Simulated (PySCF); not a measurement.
Gas-phase reaction: 2 AlCl2NH2 + H2 → 2 AlH3 + N2 + 4 Cl

Method: PySCF energies plus ideal-gas RRHO corrections (1 bar). † marks an energy on the PBE0/def2-TZVP geometry and frequencies; other levels use their own. CCSD(T) freezes the core. 6-31G* has spherical d functions here. Open shells (unrestricted): Cl (multiplicity 2, electronic degeneracy 6); the rest are closed-shell singlets. Spin-orbit splitting is ignored; it lowers the true energy and changes the entropy of Cl. B3LYP is the form with VWN-RPA correlation. AlCl2NH2, AlH3: computed as isolated molecules; such fragments, hydroxides, amides, oligomers or adducts are transient or little studied in the gas. CCSD(T) isn't extrapolated to the basis-set limit; its ΔH°(298 K) is 1539.5 kJ in def2-SVP and 1666.9 kJ in def2-TZVPP. The harmonic model lacks anharmonicity and excited electronic states, which grow with temperature; levels with a mode under 35 cm⁻¹ are left out.

ΔH° and ΔS° at 298 K: B3LYP/def2-TZVP† 1641 kJ, 503 J/K; CCSD(T)/def2-SVP† 1540 kJ, 503 J/K; HF/6-31G* 1260 kJ, 509 J/K; M06-2X/def2-TZVP† 1773 kJ, 503 J/K; PBE/def2-SVP 1715 kJ, 500 J/K.

**Question.** With the heat capacities included, give log10 K (1 bar) at 800, 1000, 1400, 1800, 2000 K from B3LYP/def2-TZVP†, CCSD(T)/def2-SVP†, HF/6-31G*, M06-2X/def2-TZVP†, PBE/def2-SVP.

**Answer.** 
| T (K) | B3LYP/def2-TZVP† | CCSD(T)/def2-SVP† | HF/6-31G* | M06-2X/def2-TZVP† | PBE/def2-SVP |
|---|---|---|---|---|---|
| 800 | -81.0 | -74.4 | -55.8 | -89.6 | -86.0 |
| 1000 | -59.6 | -54.3 | -39.4 | -66.5 | -63.7 |
| 1400 | -35.2 | -31.4 | -20.6 | -40.1 | -38.2 |
| 1800 | -21.6 | -18.7 | -10.2 | -25.5 | -24.0 |
| 2000 | -16.9 | -14.2 | -6.6 | -20.3 | -19.0 |
